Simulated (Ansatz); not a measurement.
**Structure relaxation of Ir**

Level of theory: DFT PBEsol, scalar-relativistic, plane waves, PAW (Ansatz). Cutoff 420 eV, Γ-centred k mesh, Gaussian smearing, no spin polarisation in the final step.

The start puts Ir on the beta-tungsten (A15) structure type (Pm-3n, No. 223), at a guessed volume.

```
Ir
1.0
     4.87740    0.00000    0.00000
     0.00000    4.87740    0.00000
     0.00000    0.00000    4.87740
Ir
8
Direct
  0.50000 0.50000 0.50000
  0.00000 0.00000 0.00000
  0.25000 0.00000 0.50000
  0.50000 0.25000 0.00000
  0.50000 0.75000 0.00000
  0.75000 0.00000 0.50000
  0.00000 0.50000 0.75000
  0.00000 0.50000 0.25000
```

Cell and atoms relax at zero pressure; the relaxation can't lower the symmetry of the start.

Energies count from the standard state of Ir at the same level.

Task: What does it relax into?

Result: It keeps Pm-3n (No. 223). The result has the beta-tungsten (A15) structure. Conventional cell: a = 4.890 Å. Ir on Wyckoff site a (2 atoms of the primitive cell) is coordinated by 12 Ir at 2.73 Å; around Ir on Wyckoff site c (6 atoms of the primitive cell) lie 2 Ir at 2.45 Å, 4 Ir at 2.73 Å and 8 Ir at 2.99 Å.

```
Ir
1.0
     4.89047    0.00000    0.00000
     0.00000    4.89047    0.00000
     0.00000    0.00000    4.89047
Ir
8
Direct
  0.50000 0.50000 0.50000
  0.00000 0.00000 0.00000
  0.25000 0.00000 0.50000
  0.50000 0.25000 0.00000
  0.50000 0.75000 0.00000
  0.75000 0.00000 0.50000
  0.00000 0.50000 0.75000
  0.00000 0.50000 0.25000
```

Task: What are its volume, energy, density and gap?

Result: The volume per atom is 14.62 Å³. The density is 21.83 g/cm³ and the energy over the standard structure is 0.56 eV/atom. The gap on the 8×8×8 mesh is 0 eV (a metal).

The final run used a 8×8×8 mesh on its 8-atom cell and 0.10 eV smearing. For metals, differences of a few meV/atom aren't resolved. Spin–orbit coupling is left out. A structure relaxed within its symmetry needn't be a true minimum.